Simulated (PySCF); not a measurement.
**Dipole moment and polarisability across levels of theory**

CCl2 (singlet state).
Numbering: `[Cl:1][C:2][Cl:3]`

PySCF, dipoles from the SCF density, polarisabilities from static response with core orbitals frozen. Geometry: PBE0-D3(BJ)/def2-SVP; no solvent, vibrations or thermal averaging.

The anisotropy is √(½[(α1 − α2)² + (α2 − α3)² + (α3 − α1)²]).

```csv
level,μ (D),α (Å³),anisotropy (Å³)
LDA/def2-SVPD,1.267,6.64,4.20
PBE/def2-SVPD,1.186,6.61,4.22
B3LYP/def2-SVPD,1.160,6.42,3.99
PBE0/def2-SVPD,1.147,6.32,3.91
BHandHLYP/def2-SVPD,1.098,6.14,3.66
CAM-B3LYP/def2-SVPD,1.176,6.30,3.82
wB97X-D/def2-SVPD,1.143,6.25,3.77
LC-wPBE/def2-SVPD,1.185,6.11,3.65
HF/def2-SVPD,0.984,5.84,3.22
PBE0/6-31G*,1.134,4.45,4.48
```

The dipole runs from 0.98 D (HF/def2-SVPD) to 1.27 D (LDA/def2-SVPD). In one basis (def2-SVPD) the functionals order the polarisability from HF (lowest) to LDA (highest), a spread of 14%. With PBE0 the polarisability is 4.45 Å³ without diffuse functions (6-31G*) and 6.32 Å³ with them (def2-SVPD).
